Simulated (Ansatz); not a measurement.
# Si₂P (doublet): the correlation ladder at a displaced geometry (v2), cc-pVDZ

An exercise on one series of results from a longer session: the logs are not shown, and one member is left open.

Program: Ansatz 0.2.0, Gaussian basis. Level of theory: cc-pVDZ, core rule «outside noble gas», up to 15 orbitals frozen. These are calculated values, not measurements.

To be run: UHF; CCSD(T) on ROHF; CCSD(T) on UHF; BCCD(T) on ROHF; CISD as a restricted active space (open shells left free, so some higher excitations enter); CCSDT(Q) on ROHF; CCSDT(Q) on UHF.

31 further runs of the same task are left out: 8 for a known fault of the program, 9 that didn't finish, 14 set aside as unsound or not needed. Runs told in other sessions of the task aren't counted.

## The geometry

The geometry is a PBE0/def2-TZVP stationary point (not a proven minimum) with its atoms shifted at random (size 0.100 Å).

3 atoms, charge 0, spin multiplicity 2.

Atoms are counted from 1 here; the program's logs count them from 0.

Bond lengths: Si1–P2 2.099 Å, P2–Si3 2.123 Å. Angles: Si1–P2–Si3 116.3°.

Coordinates:

```
Si    0.0870   -0.3818    1.7888
P    -0.0778    0.7142    0.0064
Si   -0.0012   -0.4059   -1.7958
```

The first run:

The input, in.yaml:

```yaml
crystal:
  periodic: [false, false, false]
  atoms:
    - {symbol: Si, position_ang: [0.087044, -0.381804, 1.788780]}
    - {symbol: P, position_ang: [-0.077830, 0.714209, 0.006373]}
    - {symbol: Si, position_ang: [-0.001210, -0.405854, -1.795808]}
basis:
  gaussian: {orbitals: cc-pVDZ}
magnetization: {spin_polarized: true, initial_magnetization: 1}
hamiltonian: {xc: hf}
output: {orbitals: {seedname: orbitals}}
```

The run is started by

```console
$ ansatz run in.yaml --threads 1 --pin off --events-out ev --progress --plain --max-ram 2393MiB
```

Among the steps run: UHF; CCSD(T) on ROHF; CCSD(T) on UHF; BCCD(T) on ROHF; CISD as a restricted active space (open shells left free, so some higher excitations enter); CCSDT(Q) on ROHF; CCSDT(Q) on UHF.

One table of the session follows, with a row left open; its other results are not shown here.

```
   method  from RCCSDT(Q) (kJ/mol)
     ROHF                   +856.0
      UHF                        ?
     RMP2                   +154.6
     UMP2                   +178.4
     CISD                   +171.0
    RCCSD                    +59.8
    UCCSD                    +56.4
 RCCSD(T)                    +10.1
 UCCSD(T)                    +11.8
  BCCD(T)                    +10.0
   RCCSDT                     +5.6
   UCCSDT                     +4.8
RCCSDT(Q)                        0
UCCSDT(Q)                     -1.0
```

**Question.** Estimate the row for UHF.

As computed: from RCCSDT(Q) (kJ/mol): +808.8. In the column «from RCCSDT(Q) (kJ/mol)» it lies between UMP2 (+178.4) and ROHF (+856.0).

Limits of these values: Warnings: spin contamination; large T1 diagnostic. Restricted and unrestricted rows rest on different reference determinants; a gap between their highest levels can come from leftover correlation error, from unlike frozen cores or from another state.
